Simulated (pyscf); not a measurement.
**Addition across a multiple bond or ene-type step: H₂Se + HC≡CH → H₂C=CH–SeH**

Gas phase, singlet surface, charge 0. Bonds broken: Se1–H2. Bonds formed: Se1–C4, H2–C5. Structures and frequencies: ωB97X-D3(BJ)/def2-SVP in PySCF. Correlated levels are frozen-core, on RHF or UHF. ΔMP2 is the change of the MP2 total energy from the triple- to the quadruple-zeta basis.

Transition state (Å):

```xyz
7

Se    -1.2332    -1.0862     0.8596
H      0.2022    -0.3291     0.0688
H     -1.6070    -2.1470     1.8285
C     -1.1074     0.9012    -0.9180
C      0.1125     0.6493    -0.7921
H     -2.1279     1.1995    -1.1015
H      1.0925     0.9641    -1.1497
```

One imaginary mode, 1184i cm⁻¹; descent along it reached the two sides named.

```json
[
 {"bond": "Se1–H2", "change": "breaks", "reactant side (Å)": "1.463", "saddle": "1.805", "product side": "3.0"},
 {"bond": "Se1–C4", "change": "forms", "reactant side (Å)": "3.4", "saddle": "2.7", "product side": "1.899"},
 {"bond": "H2–C5", "change": "forms", "reactant side (Å)": "3.3", "saddle": "1.306", "product side": "1.095"}
]
```

Electronic energies relative to the separated reactants (eV):

```csv
level,barrier,reaction energy,reverse barrier
ωB97X-D3(BJ)/def2-TZVP,2.15,-1.76,3.91
PBE/def2-TZVP,1.54,-1.73,3.28
r²SCAN/def2-TZVP,1.72,-1.74,3.46
B3LYP-D3(BJ)/def2-TZVP,1.85,-1.64,3.48
PBE0-D3(BJ)/def2-TZVP,1.80,-1.84,3.64
M06-2X/def2-TZVP,2.14,-1.60,3.75
ωB97M-D3(BJ)/def2-TZVP,2.18,-1.56,3.74
HF/def2-TZVP,3.06,-1.32,4.38
MP2/def2-QZVPP,2.12,-1.54,3.66
CCSD/def2-TZVPP,2.35,-1.50,3.85
CCSD(T)/def2-TZVPP,2.10,-1.53,3.63
CCSD(T)/def2-TZVPP + ΔMP2(QZVPP),2.06,-1.53,3.58
```

With CCSD(T)/def2-TZVPP + ΔMP2(QZVPP) energies and thermal terms (ideal gas, 1 atm, RRHO with modes under 100 cm⁻¹ raised to 100, one conformer, R ln 2 for rigid chiral ones), in eV:

```
T (K)   ΔH‡   ΔG‡     ΔH     ΔG
-----  ----  ----  -----  -----
298    2.00  2.39  -1.35  -0.94
600    2.01  2.78  -1.36  -0.51
900    2.03  3.16  -1.35  -0.09
1200   2.05  3.53  -1.32  +0.32
```

From the product side, •HC=CH₂ + SeH• lies, by one bond made or cut, 0.35 eV under this saddle at ωB97M-D3(BJ). H₂C=CH–SeH lies 0.24 eV over its isomer cyclic C₂H₄Se (SMILES C1C[Se]1), and others may lie lower still (electronic energy, ωB97M-D3(BJ)). This is the saddle that the search found; another between the same sides may lie lower. The CCSD(T) − MP2 part came from Ansatz, without density fitting, on the same reference. The frozen core leaves the outer d or s,p core shells of the metals and heavy elements correlated in the MP2 and CC values, and def2-TZVPP describes them poorly, which can shift differences by a few kcal/mol. Elements up to Kr have no core potential and no relativistic terms here.
